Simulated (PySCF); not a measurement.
Gas-phase reaction: 4 HPO₃ + PH₂ = 5 HPO₂ + HO₂

Energies from PySCF, thermal terms from the rigid-rotor harmonic-oscillator model, ideal gas at 1 bar. † marks an energy on the PBE0/def2-TZVP geometry and frequencies; other levels use their own. MP2 and CCSD(T) freeze the core. 6-31G* has spherical d functions here. Open shells (unrestricted): PH₂ (multiplicity 2), HO₂ (multiplicity 2); the rest are closed-shell singlets. B3LYP is the form with VWN-RPA correlation. HPO₃, PH₂, HPO₂: computed as isolated molecules; such fragments, hydroxides, amides, oligomers or adducts are transient or little studied in the gas. MP2 isn't extrapolated to the basis-set limit; its ΔH°(298 K) is 320.8 kJ in def2-SVP and 462.6 kJ in def2-TZVPP. CCSD(T) isn't extrapolated to the basis-set limit; its ΔH°(298 K) is 229.1 kJ in def2-SVP and 374.4 kJ in def2-TZVPP. The harmonic model lacks anharmonicity and excited electronic states, which grow with temperature; levels with a mode under 35 cm⁻¹ are left out. Internal rotation in HPO₃, HPO₂ is treated as a harmonic vibration of one conformer, which makes the entropy rough.

```
level               ΔE electronic, kJ  ΔH°(298 K), kJ  ΔS°(298 K), J/K  ΔG°(2000 K), kJ
------------------  -----------------  --------------  ---------------  ---------------
B3LYP/6-31G*                      239             235              204             -152
CCSD(T)/def2-SVP†                 233             229              207             -169
M06-2X/def2-TZVP†                 368             364              207              -33
MP2/def2-SVP†                     325             321              207              -77
PBE/def2-SVP                      241             238              202             -146
PBE0/def2-QZVP†                   390             386              207              -11
PBE0/def2-TZVP                    397             393              207               -4
LDA/def2-TZVP†                    410             406              207                8
ωB97M-V/def2-TZVP†                338             333              207              -64
```
ΔH° is lowest at CCSD(T)/def2-SVP† and highest at LDA/def2-TZVP†. No reference value is set beside these.
